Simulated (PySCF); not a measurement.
Bond stretch in SMILES CN. The C1–N5 bond (C1 also carries H, H, H; N5 carries H, H) is stretched with both fragments frozen at the PBE0/def2-TZVP optimised geometry.

- UKS-B3LYP/LANL2DZ = unrestricted B3LYP/LANL2DZ run with PySCF 2.14.0
- RMP2 = MP2 on RHF/cc-pVDZ, 2 core orbitals frozen in PySCF 2.14.0
- RKS-r2SCAN = restricted r2SCAN/cc-pVDZ in PySCF
- UCCSD(T) = PySCF with CCSD(T) on UHF/cc-pVDZ, 2 core orbitals frozen
- RHF/cc-pVDZ (PySCF)

Energies are in eV, each relative to the lowest point of its own curve near equilibrium.

| R / Å | UKS-B3LYP/LANL2DZ | RMP2 | RKS-r2SCAN | UCCSD(T) | RHF |
|---|---|---|---|---|---|
| 1.16 | 3.226 | 2.915 | 2.748 | 2.969 | 2.829 |
| 1.23 | 1.713 | 1.481 | 1.386 | 1.521 | 1.411 |
| 1.32 | 0.599 | 0.460 | 0.424 | 0.483 | 0.415 |
| 1.38 | 0.217 | 0.134 | 0.120 | 0.147 | 0.109 |
| 1.41 | 0.105 | 0.049 | 0.043 | 0.056 | 0.034 |
| 1.45 | 0.021 | 0.000 | 0.000 | 0.000 | 0.000 |
| 1.49 | 0.000 | 0.011 | 0.014 | 0.004 | 0.027 |
| 1.54 | 0.043 | 0.092 | 0.095 | 0.075 | 0.128 |
| 1.59 | 0.145 | 0.230 | 0.228 | 0.202 | 0.287 |
| 1.70 | 0.510 | 0.662 | 0.642 | 0.607 | 0.772 |
| 1.78 | 0.849 | 1.040 | 1.002 | 0.961 | 1.191 |
| 1.95 | 1.643 | 1.895 | 1.812 | 1.757 | 2.149 |
| 2.19 | 2.731 | 3.025 | 2.887 | 2.829 | 3.466 |
| 2.40 | 3.485 | 3.837 | 3.675 | 3.539 | 4.491 |
| 2.59 | 3.848 | 4.407 | 4.254 | 3.888 | 5.299 |
| 2.87 | 4.091 | 4.968 | 4.904 | 4.055 | 6.294 |
| 3.18 | 4.189 | 5.246 | 5.404 | 4.099 | 7.168 |
| 3.55 | 4.225 | 5.186 | 5.791 | 4.116 | 7.968 |
| 3.93 | 4.234 | 4.796 | 6.035 | 4.125 | 8.578 |
| 4.34 | 4.235 | 4.150 | 6.189 | 4.130 | 9.044 |
| 5.15 | 4.230 | 2.645 | 6.314 | 4.131 | 9.563 |

At the longest distance, 5.15 Å, RHF lies highest above its minimum (9.563 eV) and RMP2 lowest (2.645 eV).

The RMP2 curve passes through a maximum at 3.18 Å and then falls by 2.601 eV up to the last usable point.

The unrestricted determinant behind UKS-B3LYP/LANL2DZ is spin-contaminated at 2.40 to 5.15 Å (<S²> up to 1.0, against 0.00 for a pure singlet). The restricted form behind RMP2, RKS-r2SCAN, RHF keeps the bonding electrons paired and can't separate into open-shell fragments. The unrestricted determinant behind UCCSD(T) is spin-contaminated at 1.95 to 5.15 Å (<S²> up to 1.0, against 0.00 for a pure singlet).
